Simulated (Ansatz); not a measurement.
The inner images of a band of C$_{4}$H$_{7}$NS (13 atoms, charge 0, multiplicity 1) are given out of order.

Theory: RKS PBE0/def2-SVP (Ansatz).

First end point:

```xyz
13
Properties=species:S:1:pos:R:3
C 0.407 -0.680 -2.409
C 0.226 -0.246 -1.293
C -0.041 0.252 0.069
C 0.728 -0.577 1.096
N -1.449 0.261 0.417
S 0.557 2.004 0.060
H 0.573 -1.061 -3.400
H 0.385 -1.624 1.067
H 0.542 -0.175 2.101
H 1.805 -0.557 0.888
H -1.971 0.794 -0.277
H -1.810 -0.693 0.402
H 0.069 2.267 1.294
```

Last end point:

```xyz
13
Properties=species:S:1:pos:R:3
C 0.520 -0.770 -2.437
C 0.235 -0.360 -1.335
C -0.114 0.146 -0.003
C 0.715 -0.551 1.075
N -1.510 -0.075 0.246
S 0.385 1.969 -0.091
H 0.777 -1.132 -3.416
H 0.477 -1.625 1.079
H 0.469 -0.136 2.066
H 1.788 -0.411 0.896
H -1.767 0.279 1.165
H -2.080 0.411 -0.444
H 0.127 2.220 1.214
```

Question: Put them in order from the first end to the last, with their energies above the first end.
A.
```xyz
13
Properties=species:S:1:pos:R:3
C 0.479 -0.797 -2.388
C 0.230 -0.358 -1.288
C -0.107 0.165 0.039
C 0.735 -0.523 1.116
N -1.520 -0.041 0.297
S 0.375 1.980 -0.046
H 0.698 -1.179 -3.368
H 0.495 -1.596 1.118
H 0.476 -0.117 2.107
H 1.809 -0.383 0.938
H -1.907 0.769 0.777
H -2.030 -0.128 -0.578
H 0.290 2.175 1.290
```
B.
```xyz
13
Properties=species:S:1:pos:R:3
C 0.496 -0.777 -2.416
C 0.236 -0.362 -1.310
C -0.114 0.150 0.019
C 0.719 -0.535 1.103
N -1.515 -0.077 0.253
S 0.375 1.976 -0.063
H 0.727 -1.141 -3.400
H 0.496 -1.611 1.098
H 0.454 -0.133 2.093
H 1.792 -0.377 0.935
H -1.849 0.520 1.007
H -2.057 0.157 -0.575
H 0.261 2.177 1.270
```
C.
```xyz
13
Properties=species:S:1:pos:R:3
C 0.444 -0.760 -2.380
C 0.219 -0.292 -1.285
C -0.084 0.211 0.064
C 0.750 -0.541 1.103
N -1.505 0.106 0.392
S 0.416 1.995 0.029
H 0.651 -1.164 -3.354
H 0.475 -1.607 1.094
H 0.519 -0.140 2.101
H 1.825 -0.443 0.902
H -1.962 0.994 0.206
H -1.951 -0.583 -0.211
H 0.224 2.189 1.353
```
D.
```xyz
13
Properties=species:S:1:pos:R:3
C 0.469 -0.793 -2.375
C 0.231 -0.334 -1.280
C -0.096 0.186 0.054
C 0.737 -0.531 1.119
N -1.521 0.033 0.341
S 0.399 1.984 -0.013
H 0.684 -1.189 -3.350
H 0.474 -1.599 1.119
H 0.486 -0.123 2.110
H 1.814 -0.417 0.936
H -1.939 0.946 0.494
H -1.997 -0.374 -0.461
H 0.281 2.177 1.321
```
E.
```xyz
13
Properties=species:S:1:pos:R:3
C 0.418 -0.729 -2.389
C 0.215 -0.260 -1.290
C -0.066 0.238 0.068
C 0.745 -0.555 1.092
N -1.479 0.193 0.417
S 0.470 2.006 0.055
H 0.606 -1.137 -3.365
H 0.445 -1.614 1.073
H 0.541 -0.157 2.097
H 1.820 -0.487 0.879
H -1.970 0.940 -0.070
H -1.884 -0.687 0.094
H 0.160 2.215 1.355
```

Answer: E (+3.6 kJ/mol), C (+12.0 kJ/mol), D (+16.3 kJ/mol), A (+12.1 kJ/mol), B (+5.0 kJ/mol).

The run took 4 min on 2 threads of Arm Neoverse V1, with other jobs on the host, peak memory 0.32 GiB.
